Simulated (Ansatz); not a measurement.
```yaml
crystal:
  periodic: [false, false, false]
  atoms:
    - {symbol: B, position_ang: [-0.000000, -0.000000, -0.069701]}
    - {symbol: Cl, position_ang: [0.000000, 0.000000, 1.648231]}
basis:
  gaussian: {orbitals: STO-3G}
magnetization: {spin_polarized: true, initial_magnetization: 1}
hamiltonian: {xc: {name: BHLYP}, dispersion: d3bj}
accuracy: high
output: {forces: true}
```

```sh
$ ansatz run in.yaml --threads 2 --pin off --events-out ev --progress --plain --max-ram 22528MiB --backend cpu
```

Shortened log:

```
Error: a molecule whose nuclei and cores have a total charge of 22 cannot have a net charge of 0 together with 1 unpaired electrons
```

(1) What is wrong with this run?

## Answers

(1) The number of unpaired electrons doesn't fit the electron count. The program refused the input.
